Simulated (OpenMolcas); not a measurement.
**BH2F (SMILES [H]B([H])F): a chain of runs**

We compute the energy (UHF/STO-3G), then the energy (CASSCF(2,2)/STO-3G), then a single-point energy (CASPT2(2,2)/STO-3G), then a single-point energy (SC-NEVPT2(2,2)/STO-3G), then a single-point energy (MRCI(2,2)/STO-3G) of BH2F. 

The calculation is run with OpenMolcas 26.06.

### Step 1. The molecule

BH2F: 4 atoms, total charge 0, spin state singlet. SMILES: `[H]B([H])F`. The B1–F4 distance was set to 1.959 Å, away from the relaxed value.

Bond lengths: B1–H2 1.171 Å, B1–H3 1.171 Å. Angles: H2–B1–H3 125.4°. A long bond or contact: B1–F4 1.959 Å.

### Step 2. The energy at UHF/STO-3G (run 1)

Input file step1.input:

```
&GATEWAY
 BasLib = $CurrDir
 Coord
 4
 angstrom
 B        0.370062       0.606511      -0.000715
 H        1.538492       0.523341       0.014315
 H       -0.238198       1.607491      -0.020765
 F       -0.650140      -1.065400       0.003230
 Basis = STO-3G
 Group = NoSym

&SEWARD

&SCF
 UHF
 Scramble = 0.25
 PrOrbitals = 1 1
```

The basis set STO-3G is read from a file made from the Basis Set Exchange's data (not shown).

The run is started by

```console
$ export MOLCAS_MEM=1860
$ pymolcas step1.input > step1.log
```

The program printed, shortened:

```text
--- Start Module: gateway ---
[...]
--- Stop Module: gateway /rc=_RC_ALL_IS_WELL_ ---
--- Start Module: seward ---
[...]
      Basis functions           12
--- Stop Module: seward /rc=_RC_ALL_IS_WELL_ ---
--- Start Module: scf ---
[...]
       Convergence after  29 Iterations
[...]
::    Total SCF energy                               -123.4345996818
[...]
      Total spin, S                                     0.3846572589
[...]
      Total electronic charge=   16.000000
      Total            charge=   -0.000000
[...]
      Dipole Moment (debye):
      Origin of the operator (angstrom)=   -0.2176   -0.3565    0.0015
                   X=  3.6234E-01               Y=  5.9389E-01               Z=  2.5046E-04           Total=  6.9570E-01
      Quadrupole Moment (debye*angstrom):
[...]
--- Stop Module: scf /rc=_RC_ALL_IS_WELL_ ---
[...]
```

Wall time 1.3 s (1 thread of Intel Xeon 6975P-C (Granite Rapids), shared host); peak memory 0.37 GiB.

### Step 3. The energy at CASSCF(2,2)/STO-3G (run 2)

Input file step2.inp:

```
>>> EXPORT MOLCAS_PRINT=2
&GATEWAY
BASLIB = $CurrDir
COORD
4
angstrom
B        0.370062       0.606511      -0.000715
H        1.538492       0.523341       0.014315
H       -0.238198       1.607491      -0.020765
F       -0.650140      -1.065400       0.003230
BASIS = STO-3G
GROUP = NoSym
&SEWARD
&RASSCF
FILEORB = $CurrDir/step1.UnaOrb
SPIN = 1
NACTEL = 2 0 0
INACTIVE = 7
RAS2 = 2
ORBLISTING = Nothing
ORBAPPEAR = Compact
```

The basis set STO-3G is read from a file made from the Basis Set Exchange's data (not shown).

The run is started by

```console
$ export MOLCAS_MEM=1860
$ pymolcas step2.inp > step2.log
```

The program printed, shortened:

```text
--- Start Module: gateway ---
[...]
--- Stop Module: gateway /rc=_RC_ALL_IS_WELL_ ---
--- Start Module: seward ---
[...]
      Basis functions           12
--- Stop Module: seward /rc=_RC_ALL_IS_WELL_ ---
--- Start Module: rasscf ---
[...]
      Number of active orbitals                  2
[...]
      Spin quantum number                      0.0
[...]
      Active orbitals                            2
[...]
      Number of CSFs                             3
[...]
      Number of root(s) required                 1
[...]
      Convergence after  7 iterations
[...]
      printout of CI-coefficients larger than  0.05 for root  1
      energy=    -123.483597
      conf/sym  11     Coeff  Weight
             1  20   0.95263 0.90751
             3  02  -0.30413 0.09249
      Natural orbitals and occupation numbers for root  1
      sym 1:   1.815013   0.184987
      ************************************************************************************************************************
      *                                                    Final results                                                     *
[...]
::    RASSCF root number  1 Total energy:   -123.48359743
[...]
      Total electronic charge=   16.000000
      Total            charge=   -0.000000
[...]
      Dipole Moment (debye):
      Origin of the operator (angstrom)=   -0.2176   -0.3565    0.0015
                   X=  3.8718E-01               Y=  6.3464E-01               Z=  6.7641E-04           Total=  7.4342E-01
      Quadrupole Moment (debye*angstrom):
[...]
--- Stop Module: rasscf /rc=_RC_ALL_IS_WELL_ ---
[...]
```

Wall time 1.2 s (1 thread of Intel Xeon 6975P-C (Granite Rapids), shared host); peak memory 0.37 GiB.

### Step 4. The energy at CASPT2(2,2)/STO-3G (run 3)

Input file step3.inp:

```
* BFH2 CASPT2
&GATEWAY
BasLib = $CurrDir
Coord
4
angstrom
B        0.370062       0.606511      -0.000715
H        1.538492       0.523341       0.014315
H       -0.238198       1.607491      -0.020765
F       -0.650140      -1.065400       0.003230
Basis = STO-3G
Group = NoSym
&SEWARD
&RASSCF
FileOrb = $CurrDir/step2.RasOrb
Spin = 1
Nactel = 2 0 0
Inactive = 7
Ras2 = 2
OrbListing = Nothing
OrbAppear = Compact
&CASPT2
Imaginary = 0.1
Frozen = 2
```

The basis set STO-3G is read from a file made from the Basis Set Exchange's data (not shown).

The run is started by

```console
$ export MOLCAS_MEM=1860
$ pymolcas step3.inp > step3.log
```

The program printed, shortened:

```text
--- Start Module: gateway ---
[...]
--- Stop Module: gateway /rc=_RC_ALL_IS_WELL_ ---
[...]
      Basis functions           12
[...]
--- Start Module: rasscf ---
[...]
      Number of active orbitals                  2
[...]
      Spin quantum number                      0.0
[...]
      Active orbitals                            2
[...]
      Number of CSFs                             3
[...]
      Number of root(s) required                 1
[...]
      Convergence after  4 iterations
[...]
      printout of CI-coefficients larger than  0.05 for root  1
      energy=    -123.483597
      conf/sym  11     Coeff  Weight
             1  20   0.95263 0.90751
             3  02  -0.30413 0.09249
      Natural orbitals and occupation numbers for root  1
      sym 1:   1.815010   0.184990
      ************************************************************************************************************************
      *                                                    Final results                                                     *
[...]
::    RASSCF root number  1 Total energy:   -123.48359744
[...]
      Total electronic charge=   16.000000
      Total            charge=   -0.000000
[...]
      Dipole Moment (debye):
      Origin of the operator (angstrom)=   -0.2176   -0.3565    0.0015
                   X=  3.8718E-01               Y=  6.3464E-01               Z=  7.1392E-04           Total=  7.4342E-01
      Quadrupole Moment (debye*angstrom):
[...]
--- Stop Module: rasscf /rc=_RC_ALL_IS_WELL_ ---
--- Start Module: caspt2 ---
[...]
 ###    WARNING: User changed nr of frozen orbitals.                         ###
 ###############################################################################
[...]
      E2 (Variational):          -0.0286881509
      Total energy:            -123.5122855869
[...]
      Reference weight:           0.98713
[...]
::    CASPT2 Root  1     Total energy:   -123.51228559
[...]
--- Stop Module: caspt2 /rc=_RC_ALL_IS_WELL_ ---
[...]
```

It took 1.2 s on 1 thread of Intel Xeon 6975P-C (Granite Rapids), shared host; peak memory 0.37 GiB.

### Step 5. A single-point energy at SC-NEVPT2(2,2)/STO-3G (run 4)

Input file step4.inp:

```
>>> EXPORT MOLCAS_PRINT=2
&GATEWAY
BASLIB=$CurrDir
COORD
4
angstrom
B        0.370062       0.606511      -0.000715
H        1.538492       0.523341       0.014315
H       -0.238198       1.607491      -0.020765
F       -0.650140      -1.065400       0.003230
BASIS=STO-3G
GROUP=NoSym
&SEWARD
&RASSCF
FILEORB=$CurrDir/step2.RasOrb
SPIN=1
NACTEL=2 0 0
INACTIVE=7
RAS2=2
ORBLISTING=Nothing
ORBAPPEAR=Compact
&CASPT2
SC-NEVPT2
FROZEN=2
```

The basis set STO-3G is read from a file made from the Basis Set Exchange's data (not shown).

The run is started by

```console
$ export MOLCAS_MEM=1860
$ pymolcas step4.inp > step4.log
```

The program printed, shortened:

```text
--- Start Module: gateway ---
[...]
--- Stop Module: gateway /rc=_RC_ALL_IS_WELL_ ---
[...]
      Basis functions           12
[...]
--- Start Module: rasscf ---
[...]
      Number of active orbitals                  2
[...]
      Spin quantum number                      0.0
[...]
      Active orbitals                            2
[...]
      Number of CSFs                             3
[...]
      Number of root(s) required                 1
[...]
      Convergence after  4 iterations
[...]
      printout of CI-coefficients larger than  0.05 for root  1
      energy=    -123.483597
      conf/sym  11     Coeff  Weight
             1  20   0.95263 0.90751
             3  02  -0.30413 0.09249
      Natural orbitals and occupation numbers for root  1
      sym 1:   1.815010   0.184990
      ************************************************************************************************************************
      *                                                    Final results                                                     *
[...]
::    RASSCF root number  1 Total energy:   -123.48359744
[...]
      Total electronic charge=   16.000000
      Total            charge=   -0.000000
[...]
      Dipole Moment (debye):
      Origin of the operator (angstrom)=   -0.2176   -0.3565    0.0015
                   X=  3.8718E-01               Y=  6.3464E-01               Z=  7.1392E-04           Total=  7.4342E-01
      Quadrupole Moment (debye*angstrom):
[...]
--- Stop Module: rasscf /rc=_RC_ALL_IS_WELL_ ---
--- Start Module: caspt2 ---
[...]
 ###    WARNING: User changed nr of frozen orbitals.                         ###
 ###############################################################################
[...]
      E2 (Variational):          -0.0283860128
[...]
      E2 (Variational):          -0.0283465489
      Total energy:            -123.5119439849
[...]
      Reference weight:           0.98734
[...]
::    SC-NEVPT2 Root  1     Total energy:   -123.51194398
[...]
--- Stop Module: caspt2 /rc=_RC_ALL_IS_WELL_ ---
[...]
```

Run time: 1.3 s. Hardware: 1 thread of Intel Xeon 6975P-C (Granite Rapids), shared host; peak memory 0.37 GiB.

### Step 6. A single-point energy at MRCI(2,2)/STO-3G (run 5)

Input file step5.inp:

```
* BFH2 MRCI
&GATEWAY
BasLib=$CurrDir
Coord
4
angstrom
B        0.370062       0.606511      -0.000715
H        1.538492       0.523341       0.014315
H       -0.238198       1.607491      -0.020765
F       -0.650140      -1.065400       0.003230
Basis=STO-3G
Group=NoSym
&SEWARD
&RASSCF
FileOrb=$CurrDir/step2.RasOrb
Spin=1
Nactel=2 0 0
Inactive=7
Ras2=2
OrbListing=Nothing
OrbAppear=Compact
&MOTRA
LumOrb
Frozen=2
&GUGA
Electrons=12
Spin=1
Inactive=5
Active=2
CIAll=1
&MRCI
SDCI
```

The basis set STO-3G is read from a file made from the Basis Set Exchange's data (not shown).

The run is started by

```console
$ export MOLCAS_MEM=1860
$ pymolcas step5.inp > step5.log
```

The program printed, shortened:

```text
--- Start Module: gateway ---
[...]
--- Stop Module: gateway /rc=_RC_ALL_IS_WELL_ ---
[...]
      Basis functions           12
[...]
      Number of active orbitals                  2
[...]
      Spin quantum number                      0.0
[...]
      Active orbitals                            2
[...]
      Number of CSFs                             3
[...]
      Number of root(s) required                 1
[...]
      Convergence after  4 iterations
[...]
      printout of CI-coefficients larger than  0.05 for root  1
      energy=    -123.483597
      conf/sym  11     Coeff  Weight
             1  20   0.95263 0.90751
             3  02  -0.30413 0.09249
      Natural orbitals and occupation numbers for root  1
      sym 1:   1.815010   0.184990
      ************************************************************************************************************************
      *                                                    Final results                                                     *
[...]
::    RASSCF root number  1 Total energy:   -123.48359744
[...]
      Dipole Moment (debye):
      Origin of the operator (angstrom)=   -0.2176   -0.3565    0.0015
                   X=  3.8718E-01               Y=  6.3464E-01               Z=  7.1392E-04           Total=  7.4342E-01
      Quadrupole Moment (debye*angstrom):
[...]
      *** WARNING: Default frozen orbitals is overwritten by user input.
      *** Default values:   2
[...]
--- Start Module: guga ---
[...]
--- Stop Module: guga /rc=_RC_ALL_IS_WELL_ ---
--- Start Module: mrci ---
[...]
       (But an ACPF correction will be computed)
       USE THE DEFAULT ACPF G-VALUE GFAC=  0.16666666666666666
[...]
                      CI ENERGY:  -123.52906200
[...]
                ACPF CORRECTION:    -0.00239838
[...]
      Total electronic charge=   16.000000
      Total            charge=   -0.000000
[...]
     ACPF CORRECTION:     -0.00239838
[...]
  CI State   1     Total energy:   -123.52906200     QDav:     -0.00290874     QACPF:     -0.00239838
[...]
--- Stop Module: mrci /rc=_RC_ALL_IS_WELL_ ---
[...]
```

It took 1.6 s on 1 thread of Intel Xeon 6975P-C (Granite Rapids), shared host; peak memory 0.36 GiB.

### Step 7. What came out

| quantity | value |
| --- | --- |
| run 1, UHF/STO-3G: total energy | -123.43460 Eh |
| run 1, UHF/STO-3G: dipole moment | 0.70 D |
| run 1, UHF/STO-3G: HOMO energy | -8.65 eV |
| run 1, UHF/STO-3G: LUMO energy | 5.96 eV |
| run 1, UHF/STO-3G: HOMO–LUMO gap | 14.61 eV |
| run 1, UHF/STO-3G: ⟨S²⟩ | 0.533 |
| run 2, CASSCF(2,2)/STO-3G: total energy | -123.48360 Eh |
| run 2, CASSCF(2,2)/STO-3G: dipole moment (CASSCF density) | 0.74 D |
| run 3, CASPT2(2,2)/STO-3G: total energy | -123.51229 Eh |
| run 3, CASPT2(2,2)/STO-3G: dipole moment (CASSCF density) | 0.74 D |
| run 4, SC-NEVPT2(2,2)/STO-3G: total energy | -123.51194 Eh |
| run 4, SC-NEVPT2(2,2)/STO-3G: dipole moment (CASSCF density) | 0.74 D |
| run 5, MRCI(2,2)/STO-3G: total energy | -123.52906 Eh |
| run 5, MRCI(2,2)/STO-3G: dipole moment (CASSCF density) | 0.74 D |

In words: ⟨S²⟩ (run 1, UHF/STO-3G) is 0.53 where a pure singlet has 0.00: the reference is spin-contaminated. Mulliken charges (run 1, UHF/STO-3G) run from -0.09 on F4 to +0.20 on B1; they depend strongly on the basis. Mulliken charges (run 3, CASPT2(2,2)/STO-3G) of the CASSCF density run from -0.09 on F4 to +0.20 on B1; they depend strongly on the basis.
